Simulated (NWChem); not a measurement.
System: difluoromethane (CH2F2); SMILES FCF

The following NWChem deck was run.

```
start job
memory heap 200 mb stack 900 mb global 1100 mb
geometry units angstroms noautoz
  F      1.110443     0.000000    -0.296066
  C      0.000000     0.000000     0.488766
  F     -1.110443     0.000000    -0.296066
  H      0.000000     0.922565     1.115878
  H      0.000000    -0.922565     1.115878
end
basis spherical
  F library 6-31g*
  C library 6-31g*
  H library 6-31g*
end
dft
  xc pbe0
  iterations 150
  grid medium becke
end
task dft gradient
```

Parts of the log:

```
             Northwest Computational Chemistry Package (NWChem) 7.3.0
             --------------------------------------------------------

 C2V symmetry detected

                             Geometry "geometry" -> ""
                             -------------------------

 Output coordinates in angstroms (scale by  1.889725989 to convert to a.u.)

  No.       Tag          Charge          X              Y              Z
 ---- ---------------- ---------- -------------- -------------- --------------
    1 F                    9.0000     1.11044300     0.00000000    -0.28972615
    2 C                    6.0000     0.00000000     0.00000000     0.49510585
    3 F                    9.0000    -1.11044300     0.00000000    -0.28972615
    4 H                    1.0000     0.00000000     0.92256500     1.12221785
    5 H                    1.0000     0.00000000    -0.92256500     1.12221785

 Effective nuclear repulsion energy (a.u.)      76.7425133135

      Symmetry information
      --------------------

 Group name             C2v
 Group number             16
 Group order               4
 No. of unique centers     3

                                 NWChem DFT Module
                                 -----------------

 Summary of "ao basis" -> "ao basis" (spherical)
 ------------------------------------------------------------------------------
       Tag                 Description            Shells   Functions and Types
 ---------------- ------------------------------  ------  ---------------------
 F                           6-31g*                  6       14   3s2p1d
 C                           6-31g*                  6       14   3s2p1d
 H                           6-31g*                  2        2   2s

      Symmetry analysis of basis
      --------------------------

        a1         19
        a2          5
        b1         13
        b2          9

            General Information
            -------------------
          SCF calculation type: DFT
          Wavefunction type:  closed shell.
          No. of atoms     :     5
          No. of electrons :    26
           Alpha electrons :    13
            Beta electrons :    13
          Charge           :     0
          Spin multiplicity:     1
          Use of symmetry is: on ; symmetry adaption is: on
          Maximum number of iterations: 150
          AO basis - number of functions:    46
                     number of shells:    22
          Convergence on energy requested:  1.00D-06
          Convergence on density requested:  1.00D-05
          Convergence on gradient requested:  5.00D-04

              XC Information
              --------------
                         PBE0 Method XC Functional
                     Hartree-Fock (Exact) Exchange  0.250
          PerdewBurkeErnzerhof Exchange Functional  0.750
            Perdew 1991 LDA Correlation Functional  1.000 local
           PerdewBurkeErnz. Correlation Functional  1.000 non-local

             Grid Information
             ----------------
          Grid used for XC integration:  medium
          Radial quadrature: Mura-Knowles
          Angular quadrature: Lebedev.
          Tag              B.-S. Rad. Rad. Pts. Rad. Cut. Ang. Pts.
          ---              ---------- --------- --------- ---------
          F                   0.50       49           7.0       434
          C                   0.70       49           6.0       434
          H                   0.35       45           7.0       434
          Grid pruning is: on
          Number of quadrature shells:   143
          Spatial weights used: Becke

      Superposition of Atomic Density Guess
      -------------------------------------

 Sum of atomic energies:        -237.40138327

      Non-variational initial energy
      ------------------------------

 Total energy =    -238.163320
 1-e energy   =    -482.481438
 2-e energy   =     167.575604
 HOMO         =      -0.375037
 LUMO         =       0.205178

      Symmetry analysis of molecular orbitals - initial
      -------------------------------------------------

  Numbering of irreducible representations:

     1 a1          2 a2          3 b1          4 b2

  Orbital symmetries:

     1 a1          2 b1          3 a1          4 a1          5 b1
     6 a1          7 b1          8 a1          9 b2         10 a2
    11 b1         12 a1         13 b2         14 a1         15 b1
    16 a1         17 b2         18 a1         19 b1         20 b2
    21 a1         22 b2         23 a1

   convergence    iter        energy       DeltaE   RMS-Dens  Diis-err
 ---------------- ----- ----------------- --------- --------- ---------
 d= 0,ls=0.0,diis     1   -238.6439463197 -3.15D+02  2.08D-02  8.25D-01
 d= 0,ls=0.0,diis     2   -238.6014816778  4.25D-02  1.09D-02  1.50D+00
 d= 0,ls=0.0,diis     3   -238.7341135859 -1.33D-01  1.36D-03  9.34D-03
 d= 0,ls=0.0,diis     4   -238.7346653430 -5.52D-04  5.55D-04  1.78D-03
 d= 0,ls=0.0,diis     5   -238.7348342477 -1.69D-04  5.49D-05  1.22D-05
  Resetting Diis
 d= 0,ls=0.0,diis     6   -238.7348357611 -1.51D-06  5.11D-06  3.97D-08
 d= 0,ls=0.0,diis     7   -238.7348357683 -7.17D-09  7.33D-07  1.05D-09

         Total DFT energy =     -238.734835768273
      One electron energy =     -483.619698195348
           Coulomb energy =      195.019762825064
    Exchange-Corr. energy =      -26.877413711530
 Nuclear repulsion energy =       76.742513313541

 Numeric. integr. density =       26.000011237988

                  Occupations of the irreducible representations
                  ----------------------------------------------

                     irrep           alpha         beta
                     --------     --------     --------
                     a1                6.0          6.0
                     a2                1.0          1.0
                     b1                4.0          4.0
                     b2                2.0          2.0

                       DFT Final Molecular Orbital Analysis
                       ------------------------------------

 Vector   11  Occ=2.000000D+00  E=-4.155819D-01  Symmetry=a1
              MO Center=  6.7D-16, -3.1D-16, -6.7D-02, r^2= 1.8D+00
   Bfn.  Coefficient  Atom+Function         Bfn.  Coefficient  Atom+Function
  ----- ------------  ---------------      ----- ------------  ---------------
     5      0.429041  1 F  pz                33      0.429041  3 F  pz
     9      0.313210  1 F  pz                37      0.313210  3 F  pz
    19     -0.181695  2 C  pz                20     -0.121024  2 C  s
    43     -0.114678  4 H  s                 45     -0.114678  5 H  s
    44     -0.101083  4 H  s                 46     -0.101083  5 H  s

 Vector   12  Occ=2.000000D+00  E=-4.072770D-01  Symmetry=b1
              MO Center=  1.9D-16, -2.6D-15, -2.5D-01, r^2= 1.7D+00
   Bfn.  Coefficient  Atom+Function         Bfn.  Coefficient  Atom+Function
  ----- ------------  ---------------      ----- ------------  ---------------
     3      0.384255  1 F  px                31      0.384255  3 F  px
     5      0.294994  1 F  pz                33     -0.294994  3 F  pz
     7      0.270866  1 F  px                35      0.270866  3 F  px
     9      0.195832  1 F  pz                37     -0.195832  3 F  pz
    21      0.093400  2 C  px                 6     -0.035753  1 F  s

 Vector   13  Occ=2.000000D+00  E=-3.464766D-01  Symmetry=b2
              MO Center=  1.3D-14,  7.4D-16,  3.0D-01, r^2= 1.9D+00
   Bfn.  Coefficient  Atom+Function         Bfn.  Coefficient  Atom+Function
  ----- ------------  ---------------      ----- ------------  ---------------
     4      0.369703  1 F  py                32      0.369703  3 F  py
    18     -0.309138  2 C  py                 8      0.268711  1 F  py
    36      0.268711  3 F  py                44     -0.251728  4 H  s
    46      0.251728  5 H  s                 43     -0.211706  4 H  s
    45      0.211706  5 H  s                 25     -0.040273  2 C  d -1

 Vector   14  Occ=0.000000D+00  E= 1.178467D-01  Symmetry=a1
              MO Center=  1.5D-16, -3.9D-16,  1.1D+00, r^2= 2.9D+00
   Bfn.  Coefficient  Atom+Function         Bfn.  Coefficient  Atom+Function
  ----- ------------  ---------------      ----- ------------  ---------------
    20      1.629673  2 C  s                 44     -1.348860  4 H  s
    46     -1.348860  5 H  s                 23      0.872148  2 C  pz
    19      0.345174  2 C  pz                16      0.173460  2 C  s
    15     -0.104265  2 C  s                  9     -0.090279  1 F  pz
    37     -0.090279  3 F  pz                43     -0.068822  4 H  s

 Vector   15  Occ=0.000000D+00  E= 1.441358D-01  Symmetry=b1
              MO Center= -3.8D-15, -1.6D-16,  5.9D-01, r^2= 1.8D+00
   Bfn.  Coefficient  Atom+Function         Bfn.  Coefficient  Atom+Function
  ----- ------------  ---------------      ----- ------------  ---------------
    21      1.145347  2 C  px                 6     -0.587153  1 F  s
    34      0.587153  3 F  s                 17      0.493198  2 C  px
     9     -0.327247  1 F  pz                37      0.327247  3 F  pz
     5     -0.240297  1 F  pz                33      0.240297  3 F  pz
     7      0.187292  1 F  px                35      0.187292  3 F  px

 Vector   16  Occ=0.000000D+00  E= 1.656120D-01  Symmetry=b2
              MO Center= -4.5D-16,  7.9D-16,  1.1D+00, r^2= 2.7D+00
   Bfn.  Coefficient  Atom+Function         Bfn.  Coefficient  Atom+Function
  ----- ------------  ---------------      ----- ------------  ---------------
    44      1.447697  4 H  s                 46     -1.447697  5 H  s
    22     -1.193029  2 C  py                18     -0.533950  2 C  py
     8      0.168922  1 F  py                36      0.168922  3 F  py
     4      0.108179  1 F  py                32      0.108179  3 F  py
    43      0.064556  4 H  s                 45     -0.064556  5 H  s

     Multipole analysis of the density
     ---------------------------------

     L   x y z        total         alpha         beta         nuclear
     -   - - -        -----         -----         ----         -------
     0   0 0 0     -0.000000    -13.000000    -13.000000     26.000000

     1   1 0 0     -0.000000     -0.000000     -0.000000      0.000000
     1   0 1 0      0.000000      0.000000      0.000000      0.000000
     1   0 0 1      0.677242      0.338621      0.338621     -0.000000

     2   2 0 0    -13.540702    -46.401140    -46.401140     79.261579
     2   1 1 0     -0.000000     -0.000000     -0.000000      0.000000
     2   1 0 1     -0.000000     -0.000000     -0.000000      0.000000
     2   0 2 0    -11.206433     -8.642643     -8.642643      6.078853
     2   0 1 1      0.000000      0.000000      0.000000      0.000000
     2   0 0 2    -11.051629    -15.347075    -15.347075     19.642521

            General Information
            -------------------
          SCF calculation type: DFT
          Wavefunction type:  closed shell.
          No. of atoms     :     5
          No. of electrons :    26
           Alpha electrons :    13
            Beta electrons :    13
          Charge           :     0
          Spin multiplicity:     1
          Use of symmetry is: on ; symmetry adaption is: on
          Maximum number of iterations: 150
          AO basis - number of functions:    46
                     number of shells:    22
          Convergence on energy requested:  1.00D-06
          Convergence on density requested:  1.00D-05
          Convergence on gradient requested:  5.00D-04

              XC Information
              --------------
                         PBE0 Method XC Functional
                     Hartree-Fock (Exact) Exchange  0.250
          PerdewBurkeErnzerhof Exchange Functional  0.750
            Perdew 1991 LDA Correlation Functional  1.000 local
           PerdewBurkeErnz. Correlation Functional  1.000 non-local

             Grid Information
             ----------------
          Grid used for XC integration:  medium
          Radial quadrature: Mura-Knowles
          Angular quadrature: Lebedev.
          Tag              B.-S. Rad. Rad. Pts. Rad. Cut. Ang. Pts.
          ---              ---------- --------- --------- ---------
          F                   0.50       49           7.0       434
          C                   0.70       49           6.0       434
          H                   0.35       45           7.0       434
          Grid pruning is: on
          Number of quadrature shells:   143
          Spatial weights used: Becke

          Convergence Information
          -----------------------
          Convergence aids based upon iterative change in
          total energy or number of iterations.
          Levelshifting, if invoked, occurs when the
          HOMO/LUMO gap drops below (HL_TOL):  1.00D-02
          DIIS, if invoked, will attempt to extrapolate
          using up to (NFOCK): 10 stored Fock matrices.

                    Damping( 0%)  Levelshifting(0.5)       DIIS
                  --------------- ------------------- ---------------
          dE  on:    start            ASAP                start
          dE off:    2 iters        150 iters           150 iters

                            NWChem DFT Gradient Module
                            --------------------------

  charge          =   0.00
  wavefunction    = closed shell

  Using symmetry

                         DFT ENERGY GRADIENTS

    atom               coordinates                        gradient
                 x          y          z           x          y          z
   1 F       2.098433   0.000000  -0.547503    0.007589   0.000000  -0.004272
   2 C       0.000000   0.000000   0.935614    0.000000   0.000000  -0.007264
   3 F      -2.098433   0.000000  -0.547503   -0.007589   0.000000  -0.004272
   4 H       0.000000   1.743395   2.120684    0.000000   0.010033   0.007904
   5 H       0.000000  -1.743395   2.120684   -0.000000  -0.010033   0.007904
```

Level: PBE0/6-31G* (spherical d). All runs use the structure optimised with PBE-D3(BJ)/def2-SVP.
